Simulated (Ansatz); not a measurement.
`CCC(O)F` + H₂ → `CC(O)F` + CH₄  (hydrogenolysis of a C–C bond)

Computed with Ansatz on PBE0-D4/def2-TZVP structures; ΔE is electronic, products minus reactants. CCSD(T)/CBS is the MP2 limit (def2-TZVPP, def2-QZVPP) plus CCSD(T) − MP2 in def2-TZVPP, frozen cores. This one scheme is used for every species. Functionals use def2-TZVPP. Each species was taken in one conformer, which may not be the lowest.

`CCC(O)F`:

```xyz
12

C     0.732   -0.852   -0.946
C    -0.137   -0.693    0.289
C    -0.297    0.745    0.702
O    -0.998    1.426   -0.268
F    -0.998    0.799    1.901
H     0.840   -1.905   -1.210
H     1.735   -0.448   -0.781
H     0.296   -0.330   -1.799
H    -1.139   -1.096    0.118
H     0.291   -1.232    1.138
H     0.672    1.223    0.911
H    -0.998    2.364   -0.056
```

H₂:

Z-matrix (Å, degrees):
```
H
H 1 0.746
```

`CC(O)F`:

```xyz
9

C    -0.220    0.251    0.971
C     0.156   -0.321   -0.364
O    -0.214    0.561   -1.354
F     1.533   -0.512   -0.407
H     0.244    1.231    1.086
H    -1.303    0.359    1.038
H     0.125   -0.408    1.769
H    -0.275   -1.318   -0.528
H    -0.045    0.156   -2.210
```

CH₄:

Z-matrix (Å, degrees):
```
C
H 1 1.090
H 1 1.090 2 109.5
H 1 1.090 2 109.5 3 -120.0
H 1 1.090 2 109.5 3 120.0
```

```json
{"level": "revPBE-D4", "ΔE (eV)": "-0.65"}
{"level": "r2SCAN0", "ΔE (eV)": "-0.76"}
{"level": "HF/def2-TZVPP", "ΔE (eV)": "-0.90"}
{"level": "MP2/CBS(def2)", "ΔE (eV)": "-0.67"}
```

(1) What does CCSD(T)/CBS give? (An estimate is asked.)

Largest T1 diagnostic among the species: 0.011.

## Answers

(1) Ansatz gave: -0.70 eV. The listed levels differ from it by 0.05, -0.06, -0.20, 0.03 eV.

The D4 term adds +0.08 eV with B3LYP and +0.04 eV with PBE0; it sums over pairs of atoms, weighted by their polarisabilities, and B3LYP, whose exchange is more repulsive, gets the larger term. In def2-TZVPP, CCSD(T) changes the Hartree–Fock value by +0.19 eV (the triples alone add +0.04 eV) and MP2 by +0.22 eV.

B3LYP here is the variant with VWN-RPA as its local correlation; programs differ in this.

CCSD(T)/CBS has its own doubt, a few kJ/mol and more with outer-core shells, so smaller differences from it don't rank the levels.
